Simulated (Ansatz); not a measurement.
HMgSi, doublet: the ladder up to full CI

Geometry: a PBE0/def2-TZVP stationary point for this spin, not checked as a minimum.

```xyz
3

Si    0.0000    0.0000    2.3103
Mg    0.0000    0.0000   -0.3003
H     0.0000    0.0000   -2.0100
```

Basis 6-31G; Ansatz 0.2.0. Only valence electrons are correlated (noble-gas cores frozen), which leaves 7 electrons in 18 orbitals. Prefix R: restricted or restricted open-shell reference; prefix U: unrestricted. Active spaces: pair = (3e, 3o) about the gap; valence = (7e, 9o) chosen from the atoms' valence shells. The metal's outer-core shells are frozen, which leaves out core–valence correlation.

Full CI is exact within this basis and frozen core; it isn't the basis-set limit. The frozen core follows each run's orbitals, which can shift R against U totals by a few meV.

For open shells CISD and CISDTQ are restricted-active-space CI with the open shells as a complete middle space.

The UHF ⟨S²⟩ is 1.381 and the T1 diagnostic (RCCSD) is 0.0208. The largest doubles amplitude (RCCSD) is 0.088.

```tsv
level	E − E(full CI) (kJ/mol)	share of correlation (%)	wall time
RHF	175.0	0.00	–
RMP2	59.7	65.91	–
CISD	12.0	93.14	0.63 s
RCCSD	4.8	97.29	–
RCCSD(T)	1.8	98.98	1.1 s
BCCD(T)	1.8	98.95	1.1 s
RCCSDT	0.3	99.81	–
CISDTQ	0.3	99.82	2.6 s
RCCSDT(Q)	0.1	99.94	2.9 s
RCCSDTQ	0.0	99.99	14 s
CASSCF (pair space)	133.7	23.60	–
MRCISD (pair space)	7.7	95.61	–
MRCISD+Q (pair space)	-1.0	100.57	1.2 s
CASSCF (valence space)	45.1	74.24	–
NEVPT2 (valence space)	14.6	91.67	2.8 s
MRCISD (valence space)	1.3	99.27	–
MRCISD+Q (valence space)	0.5	99.70	4 s
```

The correlation energy at full CI, counted from RHF, is -1.813 eV. That run took 7 s on 1 thread of INTEL XEON PLATINUM 8581C, shared host over 624,320 determinants.

Run but not shown, since their state, orbitals or frozen core can't be matched to the reference's or they repeat it: UHF, UMP2, UCCSD, UCCSD(T), UCCSDT, UCCSDT(Q), UCCSDTQ.

Times hold each run's SCF and search for its determinant on a shared host, so for small cases they say little of a method's own cost; they ran on 1 thread of INTEL XEON PLATINUM 8581C.

Not variational, and here over 5 meV under the exact energy: MRCISD+Q (pair space).

The full-CI state has the irrep B1 of C2v, in the program's axes (one component, if the state is degenerate).

Natural occupations of full CI about the gap: 1.960 1.952 1.913 0.993 0.057 0.055 0.018 0.016 0.010 0.009; effectively unpaired electrons, Σ n²(2−n)², 1.07.
